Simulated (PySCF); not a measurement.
# Dipole moment and polarisability of 2-methylbutylamine

Compound: 2-methylbutylamine, C5H13N.
Numbering: `[CH3:1][CH2:2][C@@H:3]([CH3:4])[CH2:5][NH2:6]` (hydrogens: H7, H8, H9 on C1; H10, H11 on C2; H12 on C3; H13, H14, H15 on C4; H16, H17 on C5; H18, H19 on N6)

Cartesian coordinates in Å at the GFN2-xTB level; atoms count from 1:
```
atom  x, y, z in Å
C1     2.1702   -0.8038   -0.1115
C2     1.2681    0.3832   -0.4317
C3    -0.0890    0.3436    0.2796
C4    -0.7755    1.7047    0.1886
C5    -1.0096   -0.7330   -0.3044
N6    -2.2469   -0.8051    0.4603
H7     2.3346   -0.8801    0.9614
H8     3.1356   -0.6811   -0.5974
H9     1.7361   -1.7381   -0.4585
H10    1.7831    1.2990   -0.1318
H11    1.1048    0.4361   -1.5105
H12    0.0790    0.1084    1.3376
H13   -0.2075    2.4595    0.7277
H14   -1.7739    1.6408    0.6115
H15   -0.8605    2.0126   -0.8514
H16   -0.4760   -1.6970   -0.3364
H17   -1.2750   -0.4618   -1.3306
H18   -2.8620   -1.5108    0.0702
H19   -2.0452   -1.0679    1.4199
```

Level: PBE0/def2-SVPD (PySCF), static field, nuclei fixed, core orbitals frozen in the response. The polarisability tensor in these axes (au):

```
x   78.37 -0.77 -2.46
y   -0.77 72.20  0.04
z   -2.46  0.04 64.29
```

Question: Give the principal values, the mean and the anisotropy Δα = √{½[(α1 − α2)² + (α2 − α3)² + (α1 − α3)²]}.

Answer: Principal values 63.87, 72.11 and 78.87 au; mean 71.62 au = 10.61 Å³ = 11.81 × 10⁻⁴⁰ C²·m²/J; Δα = 13.01 au (18 % of the mean).

Question: What is the dipole moment, and where does it point?

Answer: (0.43, -1.17, 0.10) D, 1.25 D in size, pointing from the negative to the positive side. Measured along this direction, the outermost atoms are H13 and H15 at the negative end and H9 at the positive end.

Question: Give the principal axes and the span of the nuclei along them.

Answer: Largest value along (0.98, -0.11, -0.17), where the nuclei span 5.89 Å; middle along (0.11, 0.99, -0.03), 4.22 Å; least along (0.17, 0.01, 0.99), 2.86 Å. The response follows the extents in order.

Question: Rayleigh depolarisation ratio (linearly polarised light, static tensor)?

Answer: ρ = 3Δα²/(45ᾱ² + 4Δα²) = 508.1/(230816 + 677.5) = 0.00219.

Question: What are the principal values of the traceless quadrupole moment, Θ = ½Σq(3rr − r²1), about the centre of nuclear charge?

Answer: -7.12, 2.42, 4.70 D·Å. The values depend on the origin, since the dipole doesn't vanish. The electronic extent ⟨r²⟩ about the same centre is 785 bohr², a root-mean-square distance of 2.10 Å for the 50 electrons.

Question: Estimate the molar refractivity from the static electronic polarisability.

Answer: Lorentz–Lorenz: R = (4π/3)N_A α = 2.5225 cm³/(mol·Å³) × 10.61 Å³ = 26.8 cm³/mol, in the limit of long wavelengths.

The structure is a single GFN2-xTB conformer in the gas phase; no vibrational or solvent corrections.

The run behind these numbers computed excited states as well. Time: 31 s wall; peak memory 0.85 GiB. Hardware: an Arm Neoverse V1 with one thread, on a shared host.
